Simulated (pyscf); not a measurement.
Thermochemistry of product channels of H₃C–Zn–OH + methyl (CH₃•) on the doublet surface, in eV, from ωB97M-D3(BJ)/def2-TZVP energies (ideal gas, 1 atm, RRHO with modes under 100 cm⁻¹ raised to 100, one conformer, R ln 2 for chiral ones without a mode under 150 cm⁻¹). Structures and frequencies: ωB97X-D3(BJ)/def2-SVP in PySCF.

```json
[
 {"products": "ethane (H₃C–CH₃) + [HO–Zn]•", "ΔE": "-0.91", "ΔH(298 K)": "-0.72", "ΔG(298 K)": "-0.65", "ΔG(1200 K)": "-0.30"},
 {"products": "[H₃C–O–Zn]• + methane (CH₄)", "ΔE": "___", "ΔH(298 K)": "-0.19", "ΔG(298 K)": "-0.14", "ΔG(1200 K)": "+0.20"}
]
```

**Question.** What belongs in the gaps?

**Answer.** 
- [H₃C–O–Zn]• + methane (CH₄), ΔE: -0.36

The channel to [H₃C–O–Zn]• + CH₄ turns unfavourable between 298 and 1200 K (ΔG from -0.14 eV to +0.20 eV).

These are energies of the channels, which say nothing of barriers. Elements up to Kr have no core potential and no relativistic terms here.
